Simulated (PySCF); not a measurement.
Molecule: SMILES CC(Cl)(Cl)Cl, C2H3Cl3.

Mapped SMILES: `[CH3:1][C:2]([Cl:3])([Cl:4])[Cl:5]` (H(Xn): hydrogen on atom n).

Geometry PBE0-D3(BJ)/def2-SVP throughout; GIAO in PySCF, gas phase, one conformer, non-relativistic; equivalent atoms averaged; functional PBE0.

Q: How do the absolute shieldings σ depend on the basis set? (ppm; last column core-seconds on shared hosts with different chips, so compare them loosely)

A: 
```tsv
basis set	functions	C2	C1	Cl3/Cl4/Cl5	H(C1)	core-s
STO-3G	40	127.3	202.6	830.2	30.44	2.8
6-31G	63	87.3	154.0	483.4	29.95	5.8
pcSseg-0	63	68.0	144.4	495.9	30.09	4.2
6-31G*	88	84.7	149.9	501.3	29.60	7.5
def2-SVP	97	74.9	150.5	570.8	29.16	8
cc-pVDZ	97	74.3	151.7	532.5	29.07	7.6
pcSseg-1	121	64.5	136.2	459.8	28.86	13
aug-cc-pVDZ	154	76.7	150.2	521.0	28.70	14
6-311+G(2d,p)	177	66.4	139.6	463.8	28.87	18
def2-TZVP	191	65.2	138.9	451.1	28.98	22
cc-pVTZ	204	67.0	140.2	509.0	28.81	21
IGLO-III	232	61.8	135.4	459.5	28.84	24
pcSseg-2	243	60.4	135.8	465.7	28.85	21
```

Q: Which nucleus moves most, in ppm?

A: Cl3/Cl4/Cl5 (chlorine bonded to C): from 451.1 ppm with def2-TZVP to 830.2 ppm with STO-3G. The smallest spread is 1.74 ppm, at H(C1). Proton shifts span only some 12 ppm, so a few tenths of a ppm matter as much there as several ppm in carbon.

Q: Taking the largest basis, pcSseg-2 (243 functions), as the yardstick, rank the others by their worst heavy-atom deviation.

A: pcSseg-1 5.9 ppm (121 functions), 6-311+G(2d,p) 6.0 ppm (177 functions), IGLO-III 6.2 ppm (232 functions), def2-TZVP 14.6 ppm (191 functions), 6-31G 26.9 ppm (63 functions), pcSseg-0 30.2 ppm (63 functions), 6-31G* 35.6 ppm (88 functions), cc-pVTZ 43.3 ppm (204 functions), aug-cc-pVDZ 55.3 ppm (154 functions), cc-pVDZ 66.8 ppm (97 functions), def2-SVP 105.1 ppm (97 functions), STO-3G 364.5 ppm (40 functions).

A small basis that lands close on one nucleus may do so by chance; judge by the trend and by all nuclei.
